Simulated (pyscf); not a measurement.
Thermochemistry of product channels of PH [triplet] + BH₃ on the triplet surface, in kcal/mol, from ωB97M-D3(BJ)/def2-TZVP energies (ideal gas, 1 atm, RRHO with modes under 100 cm⁻¹ raised to 100, one conformer, R ln 2 for rigid chiral ones). Optimised with ωB97X-D3(BJ)/def2-SVP in PySCF.

| products | ΔE | ΔH(298 K) | ΔG(900 K) | ΔG(1200 K) |
|---|---|---|---|---|
| HB=PH + H• + H• | +80.3 | +73.4 | +53.8 | +46.0 |
| PH₂• + BH₂• | +30.1 | +28.2 | +23.2 | +21.5 |
| H₂B–PH• + H• | +24.8 | +22.3 | +22.5 | (withheld) |
| H₂B–P: [triplet] + H₂ | -2.9 | -3.9 | -2.9 | -3.0 |
| PH₃ + BH [triplet] | +58.6 | +57.9 | +56.5 | (withheld) |
| [HB–PH₂]• + H• | (withheld) | +41.6 | +41.8 | +41.0 |

Task: Fill in the missing entries.

Result: 
- H₂B–PH• + H•, ΔG(1200 K): +21.7
- PH₃ + BH [triplet], ΔG(1200 K): +55.9
- [HB–PH₂]• + H•, ΔE: +44.5

These are energies of the channels, which say nothing of barriers. BH [triplet] is an excited spin state, 28.4 kcal/mol over the singlet at ωB97X-D3(BJ). The term symbol of open-shell BH was not checked; spin-orbit terms and orbital degeneracy are left out.
